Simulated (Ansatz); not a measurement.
We consider bcc Ba, described by LDA in Ansatz (plane waves, PAW).

Run with plane-wave cutoff 520 eV, 18×18×18 k mesh, Fermi–Dirac smearing 0.042 eV (set by the program), scalar-relativistic PAW data made under PBE.

Cell (relaxed at this level):

```yaml
crystal:
  lattice:
    - [-2.37860, 2.37860, 2.37860]
    - [2.37860, -2.37860, 2.37860]
    - [2.37860, 2.37860, -2.37860]
  atoms:
    - { symbol: Ba, position: [0.00000, 0.00000, 0.00000] }
```

Q: What does this level give for the Voigt–Reuss–Hill bulk modulus, Poisson ratio and polycrystal shear modulus (Hill average)?

A: 
* **Voigt–Reuss–Hill bulk modulus**: 10.3 GPa
* **Poisson ratio**: 0.224
* **polycrystal shear modulus (Hill average)**: 6.96 GPa

Elastic constants are with the ions relaxed.

Spin–orbit coupling is not included.

The computed numbers hold no vibrational or temperature effects.

Ansatz is a first-principles code.
